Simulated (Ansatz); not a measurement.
A nudged elastic band was laid between two geometries of CH₃SSi (6 atoms, charge 1, multiplicity 1).

Theory: RKS PBE-D4/6-31G* (Ansatz 0.2.0).

* movable images: 5
* climbing image: yes
* spring: 5.0 eV/Å²
* optimiser: lbfgs
* start path: through a guess of the saddle point
* force threshold: 0.05 eV/Å
* iteration limit: 60
* end points: relaxed

Image 0:

```xyz
6
Properties=species:S:1:pos:R:3
C -0.979 0.215 -0.899
Si 0.425 -0.402 -0.034
S 1.111 0.316 1.780
H -1.899 -0.395 -0.926
H -0.825 0.811 -1.815
H 2.167 -0.545 1.893
```

Image 6:

```xyz
6
Properties=species:S:1:pos:R:3
C -0.225 -0.289 -0.666
Si 0.323 0.417 0.958
S 0.889 1.144 2.632
H -1.255 -0.674 -0.554
H -0.195 0.511 -1.427
H 0.463 -1.109 -0.943
```

Question: What changes between the two ends?

Answer: Bonds broken: S3–H6. Bonds formed: C1–H6.

Question: Give the energies along the band, and the barrier.

Answer: The forces met the threshold. The highest image is number 3 of 0 to 6, 1.70 eV above the first end and 3.39 eV above the last; the last end lies 1.69 eV below the first. The profile has 2 maxima (images 1, 3) with wells between them (image 2): this band takes more than one step, which may be the mechanism or a detour left from its start path. Neighbouring images differ by up to 2.4 eV, so the band resolves the path poorly. The order of the stationary point at the top wasn't checked. The orbitals stay closed-shell, which can raise the energy where a bond breaks towards radicals; this wasn't checked here. Limits of this set-up: the dipole of an ion depends on the origin.

```json
{"image": "0", "path coordinate (Å)": "0.00", "energy (eV)": "0.00", "S3–H6 (Å)": "1.37", "C1–H6 (Å)": "4.27"}
{"image": "1", "path coordinate (Å)": "0.98", "energy (eV)": "0.27", "S3–H6 (Å)": "1.37", "C1–H6 (Å)": "4.07"}
{"image": "2", "path coordinate (Å)": "1.96", "energy (eV)": "0.13", "S3–H6 (Å)": "1.37", "C1–H6 (Å)": "3.26"}
{"image": "3", "path coordinate (Å)": "2.94", "energy (eV)": "1.70", "S3–H6 (Å)": "2.05", "C1–H6 (Å)": "2.64"}
{"image": "4", "path coordinate (Å)": "3.75", "energy (eV)": "1.03", "S3–H6 (Å)": "2.69", "C1–H6 (Å)": "1.80"}
{"image": "5", "path coordinate (Å)": "4.56", "energy (eV)": "-1.40", "S3–H6 (Å)": "3.47", "C1–H6 (Å)": "1.13"}
{"image": "6", "path coordinate (Å)": "5.37", "energy (eV)": "-1.69", "S3–H6 (Å)": "4.25", "C1–H6 (Å)": "1.11"}
```

Question: What is the geometry of the highest image?

Answer: 
```xyz
6
Properties=species:S:1:pos:R:3
C -0.783 0.094 -0.819
Si 0.160 0.331 0.636
S 1.345 0.451 2.227
H -1.563 -0.679 -0.844
H -0.457 0.554 -1.762
H 1.298 -0.751 0.562
```

The run took 6.2 min on 1 thread of Arm Neoverse V1, with other jobs on the host, peak memory 0.11 GiB.
